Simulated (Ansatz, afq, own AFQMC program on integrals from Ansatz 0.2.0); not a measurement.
**CH₂N, doublet in cc-pVDZ, levels against CCSDT(Q)**

```xyz
4

N     0.0000    0.0000    0.5108
C     0.0000    0.0000   -0.7748
H     0.0000    0.8569    1.0670
H     0.0000   -0.8569    1.0670
```

Connectivity, by distances: NH2–C.

Basis cc-pVDZ. Noble-gas cores (and the filled d shells of Ga–Kr and In–Xe) are frozen. Ansatz 0.2.0 and our own AFQMC program on the same integrals; the CISD trial comes from CCSD amplitudes, and released means the phaseless constraint is let go. Free projection: walkers drawn from exp(T), propagated without any constraint. Its projection time is finite, and what remains of the start isn't in its error. Error bars are statistical, one sigma.

Determinant: UHF, the one that the program's search chose, which needn't be the lowest solution. The geometry is a point of a scan.

No full CI on the walks' own integrals is used here; CCSDT(Q) serves as the reference and is uncertain by about the last step of the cluster series.

The T1 diagnostic is 0.0182. The weight of the determinant in the CISD state is 0.893 and the ⟨S²⟩ of the determinant is 0.765. The size of the correlated space is 11 electrons in 36 orbitals.

Reference: CCSDT(Q), correlation energy -7.998 eV. The released energy is read at 1.62 1/Eh, later times being too noisy (meV from the phaseless value at times in 1/Eh: 26 ± 12 at 0.24, 2 ± 12 at 0.51, -9 ± 14 at 0.99, -14 ± 15 at 1.62, -33 ± 22 at 2.40).

```
         level  E − E(reference) (meV)  share of correlation (%)
            HF                  7997.9                      0.00
           MP2                   988.0                     87.65
          CCSD                   270.7                     96.62
       CCSD(T)                    38.2                     99.52
         CCSDT                    17.7                     99.78
 ph-AFQMC/CISD             18.1 ± 10.8                     99.77
released AFQMC              4.1 ± 14.5                     99.95
    free AFQMC              8.9 ± 19.6                     99.89
```

Free projections are given only where their last times agree within the noise and don't stop above the reference; a slow remainder of the start can still hide under it. A walk keeps the symmetry of its determinant, which the program's search chose and which needn't be the lowest solution, so a lower state of the same spin and another symmetry isn't excluded. Released energies are given only where the last usable release times agree within the noise; a slower fall can still hide under it.
